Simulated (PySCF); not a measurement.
# Structure elucidation problem

Molecular formula: C2H2F2. Simulated spectra:

1H NMR (400 MHz, computed): δ 6.46 (m, 2H).

13C{1H} NMR (computed): δ 145.6 (CH).

[PySCF 2.14: GFN2-xTB geometry; shieldings: GIAO PBE0/pcSseg-1; non-relativistic; no solvent; single conformer; fast rotation and ring inversion assumed for equivalent nuclei]

References, each an isolated molecule treated in the same way: 1H, 13C against TMS.

**Question.** Deduce the structure.

**Answer.** 
1. Rings plus π bonds: 1 (no ring in the answer).
2. 1 carbon signal for 2 carbons: some carbons are equivalent by symmetry or fast rotation.
3. Carbon types of the structure: 2 × CH, which accounts for all hydrogens.
4. δC 145.6: alkene CH; as expected for a trigonal carbon in a double bond.
5. δH 6.46: hydrogen on an alkene CH; olefinic region.

The compound is `F/C=C\F`.

Splittings by 19F in the carbon and heteronuclear signals aren't shown, as no couplings were computed. Shifts are as computed. Against solution values, carbons near 30 ppm lie about +3 ppm off and those near 130 ppm about +5 ppm. Of 246 compounds with measured shifts, 49 miss one by over three times the rms of a fit or turn the order of signals round; such compounds aren't used in these exercises.
